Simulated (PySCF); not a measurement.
Molecule: `CP(C)(C)=O`, C₃H₉OP.

Bonds (- single, = double, # triple, : aromatic): C1-P2 1.819 Å, P2-C3 1.819 Å, P2-C4 1.819 Å, P2=O5 1.497 Å. C1 carries H6, H7, H8; C3 carries H9, H10, H11; C4 carries H12, H13, H14.

Geometry PBE0-D3(BJ)/def2-SVP throughout; GIAO in PySCF 2.14, gas phase, one conformer, non-relativistic; equivalent atoms averaged; basis pcSseg-1.

**Question.** How do the absolute shieldings σ depend on the functional? (ppm; last column core-seconds on 1 thread of an Arm Neoverse V1, shared host)

**Answer.** 
```csv
functional,kind,C1/C3/C4,P2,O5,H6/H7/H8/H9/H10/H11/H12/H13/H14,core-s
WP04,global hybrid,153.2,285.9,219.6,30.42,10
B97-2,global hybrid,164.3,314.3,223.5,30.22,10
BHandHLYP,global hybrid,164.9,312.4,231.3,30.32,10
CAM-B3LYP,range-separated hybrid,162.2,299.2,221.8,30.19,14
wB97X-D,range-separated hybrid,164.4,308.4,224.1,30.24,13
LC-wPBE,range-separated hybrid,168.4,315.6,237.0,30.19,20
```

**Question.** Which nucleus moves most, in ppm?

**Answer.** P2 (phosphorus bonded to 3 C, O): from 285.9 ppm with WP04 to 315.6 ppm with LC-wPBE. The smallest spread is 0.23 ppm, at H6/H7/H8/H9/H10/H11/H12/H13/H14. Proton shifts span only some 12 ppm, so a few tenths of a ppm matter as much there as several ppm in carbon.
